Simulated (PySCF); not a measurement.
# U-r2SCAN/STO-3G run of CH2F (SMILES [CH2]F)

What is the vertical doublet–quartet gap of CH2F at U-r2SCAN/STO-3G? 

The results are computed with PySCF 2.14.0.

11 further runs of the same task are left out: 3 that didn't finish, 8 set aside as unsound or not needed.

## (1) The structure to begin with

CH2F: 4 atoms, total charge 0, spin state doublet. As SMILES, `[CH2]F`. Geometry: relaxed at PBE0-D4/def2-TZVP.

Bond lengths: C1–F2 1.331 Å, C1–H3 1.082 Å, C1–H4 1.082 Å. Angles: F2–C1–H3 115.1°, F2–C1–H4 115.1°, H3–C1–H4 124.6°.

## (2) A single-point energy at U-r2SCAN/STO-3G

The input, run.py:

```python
from pyscf import gto, dft

mol = gto.M(
    atom='''
C     -0.056881    -0.108848    -0.247743
F      1.795240     1.311470     0.688994
H     -1.789382     0.892518    -0.666128
H      0.051023    -2.095139     0.224877
''',
    verbose=3,
    charge=0,
    max_memory=1860,
    unit='bohr',
    spin=1,
    basis='sto-3g',
)

mf = dft.UKS(mol)
mf.xc = 'r2scan'
mf.grids.level = 5
mf.conv_tol = 1e-10
mf.kernel()
if not mf.converged:
    mf = mf.newton().run(mf.mo_coeff, mf.mo_occ)

etot = mf.e_tot
print('Final energy', etot)
```

Command:

```
OMP_NUM_THREADS=1 python run.py
```

Standard output:

```text
WARN: HOMO -0.0994008871443001 >= LUMO -0.0994008871442997

converged SCF energy = -137.091565380252  <S^2> = 0.75282923  2S+1 = 2.0028272
Final energy -137.09156538025226
```

Run time: 5.1 s. Hardware: 1 thread of Arm Neoverse V1, shared host; peak memory 0.18 GiB.

## (3) The quartet at the same level

The input, input.py:

```python
from pyscf import gto, dft

mol = gto.M(
    atom='C -0.030100 -0.057600 -0.131100; F 0.950000 0.694000 0.364600; H -0.946900 0.472300 -0.352500; H 0.027000 -1.108700 0.119000',
    max_memory=1860,
    verbose=3,
    basis='sto-3g',
    spin=3,
)

myscf = dft.UKS(mol, xc='r2scan')
myscf.grids.level = 5
myscf.conv_tol = 1e-10
myscf.kernel()
if not myscf.converged:
    myscf = myscf.newton().run(myscf.mo_coeff, myscf.mo_occ)

energy = myscf.e_tot
print('E(%s) = %.9f' % ('R2SCAN', energy))
```

Command:

```
OMP_NUM_THREADS=1 python input.py
```

Standard output:

```text
WARN: HOMO 0.245721704174953 >= LUMO -0.32998446075434

WARN: HOMO 0.347408306899503 >= LUMO -0.0669596043694601

WARN: HOMO 0.304350057349316 >= LUMO -0.142791625313931

WARN: HOMO 0.292054973643152 >= LUMO -0.134505410275365

WARN: HOMO 0.292984985902083 >= LUMO -0.134431473766313

WARN: HOMO 0.292589874815309 >= LUMO -0.133397605064051

WARN: HOMO 0.292815006728146 >= LUMO -0.133351881380473

WARN: HOMO 0.292853639359271 >= LUMO -0.133317447118929

WARN: HOMO 0.292860893566279 >= LUMO -0.133308205463223

WARN: HOMO 0.292860645978321 >= LUMO -0.133308506693936

WARN: HOMO 0.2928608290648 >= LUMO -0.133308364638573

converged SCF energy = -136.63197704746  <S^2> = 3.750729  2S+1 = 4.0003645
E(R2SCAN) = -136.631977047
```

It took 4.2 s on 1 thread of Arm Neoverse V1, shared host; peak memory 0.19 GiB.

## (4) Summary of results

Level: U-r2SCAN/STO-3G.

```
                                        quantity          value
                           doublet: total energy  -137.09157 Eh
                          doublet: dipole moment         0.44 D
     doublet: HOMO energy (highest over α and β)       -1.73 eV
      doublet: LUMO energy (lowest over α and β)        1.91 eV
                                   doublet: ⟨S²⟩          0.753
                           quartet: total energy  -136.63198 Eh
                          quartet: dipole moment         0.88 D
                                   quartet: ⟨S²⟩          3.751
vertical energy of the quartet above the doublet      12.506 eV
```

At this shape the quartet lies 12.51 eV (288 kcal/mol) above the doublet. In a minimal basis such a difference can be off by several eV, whatever the method. Mulliken charges (doublet) run from -0.08 on C1 to +0.07 on H3; they depend strongly on the basis. Mulliken charges (quartet) run from -0.31 on C1 to +0.21 on F2.
